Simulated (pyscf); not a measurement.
# Addition across a multiple bond or ene-type step: `[O]=[Ti]=[O]` + `[CH3][OH]` → `[CH3][O][Ti](=[O])[OH]`

Gas phase, singlet surface, charge 0. Bonds broken: O5–H9. Bonds formed: Ti2–O5, O3–H9. Structures and frequencies: ωB97X-D3(BJ)/def2-SVP in PySCF.

Transition state (Å):

```xyz
9

O      0.4384     0.4541     2.2102
Ti    -0.9039    -0.0851     1.5235
O     -0.7635    -1.6532     0.8890
C     -0.6455     0.7643    -1.5075
O     -1.3726     0.2011    -0.4333
H     -0.6829     1.8639    -1.4469
H      0.4116     0.4472    -1.4860
H     -1.0894     0.4534    -2.4678
H     -1.1290    -0.9204    -0.1600
```

One imaginary mode, 1265i cm⁻¹; descent along it reached the two sides named, in the forms told below.

```csv
bond,change,reactant side (Å),saddle,product side
O5–H9,breaks,0.970,1.180,4.1
Ti2–O5,forms,2.131,2.032,1.806
O3–H9,forms,2.7,1.331,0.962
```

Electronic energies relative to the separated reactants (kcal/mol):

```json
[
 {"level": "ωB97X-D3(BJ)/def2-TZVP", "barrier": "-27.9", "reaction energy": "-80.3", "reverse barrier": "52.5"},
 {"level": "PBE/def2-TZVP", "barrier": "-26.1", "reaction energy": "-70.5", "reverse barrier": "44.5"},
 {"level": "r²SCAN/def2-TZVP", "barrier": "-28.6", "reaction energy": "-75.7", "reverse barrier": "47.1"},
 {"level": "B3LYP-D3(BJ)/def2-TZVP", "barrier": "-27.2", "reaction energy": "-77.9", "reverse barrier": "50.7"},
 {"level": "PBE0-D3(BJ)/def2-TZVP", "barrier": "-27.9", "reaction energy": "-77.4", "reverse barrier": "49.5"},
 {"level": "M06-2X/def2-TZVP", "barrier": "-30.3", "reaction energy": "-84.0", "reverse barrier": "53.7"},
 {"level": "ωB97M-D3(BJ)/def2-TZVP", "barrier": "-25.6", "reaction energy": "-77.7", "reverse barrier": "52.1"},
 {"level": "HF/def2-TZVP", "barrier": "-21.7", "reaction energy": "-94.1", "reverse barrier": "72.5"}
]
```

With ωB97M-D3(BJ)/def2-TZVP energies and thermal terms (ideal gas, 1 atm, RRHO with modes under 100 cm⁻¹ raised to 100, one conformer, R ln 2 for chiral ones without a mode under 150 cm⁻¹), in kcal/mol:

| T (K) | ΔH‡ | ΔG‡ | ΔH | ΔG |
|---|---|---|---|---|
| 298 | -27.2 | -16.1 | -77.0 | -67.1 |
| 600 | -26.8 | -5.1 | -75.7 | -57.6 |
| 900 | -26.1 | 5.6 | -74.4 | -48.8 |
| 1200 | -25.3 | 16.1 | -73.2 | -40.4 |

On the reactant side the descent ends in an adduct with a O–Ti contact, 37.0 kcal/mol under the separated species and 9.2 kcal/mol under the saddle at ωB97X-D3(BJ)/def2-TZVP. At ωB97X-D3(BJ)/def2-TZVP, PBE, r²SCAN, B3LYP-D3(BJ), PBE0-D3(BJ), M06-2X, ωB97M-D3(BJ)/def2-TZVP, HF the saddle lies under the separated reactants, which points to a path from their complex (located at ωB97X-D3(BJ) alone). What is counted as formed (O–Ti) is already present as a longer contact in the reactant adduct; forming that adduct is a step of its own. At the saddle there is also a short H–Ti contact that neither side keeps. One saddle was located; it need not be the lowest between these sides.
